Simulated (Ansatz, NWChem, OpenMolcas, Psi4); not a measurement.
## Strength of the C–Si bond: SiH(CH3) → CH3 + SiH

Gas-phase species: SiH(CH3), singlet; CH3 (methyl radical) `[CH3]`, doublet; SiH, doublet. 

Shapes, held fixed at every level: PBE0-D4/def2-TZVP. Programs: Ansatz 0.2.0, NWChem 7.3.0, OpenMolcas 26.06. A level may come from different programs for different species; with the same settings they agree closely. Electronic energies: no zero-point or thermal term.

```csv
level,kind,ΔE (kJ/mol)
HF/STO-3G,Hartree–Fock,+341.2
HF/3-21G,Hartree–Fock,+195.8
HF/def2-SVP,Hartree–Fock,+201.8
PBE0/def2-SVP,global hybrid,+314.9
PBE0/STO-3G,global hybrid,+460.2
B3LYP/6-31G* (spherical functions),global hybrid,+301.3
```

B3LYP/6-31G* (spherical functions) gives ΔE = +301.3 kJ/mol; the levels span +195.8 to +460.2. The median of the levels is +308.1. No measured value is set beside it here. Open shells run unrestricted. B3LYP/6-31G* (spherical functions) lies outside the range of the other correlated levels here, so it shouldn't be taken on trust. Rows in sets without polarisation functions are far from converged.
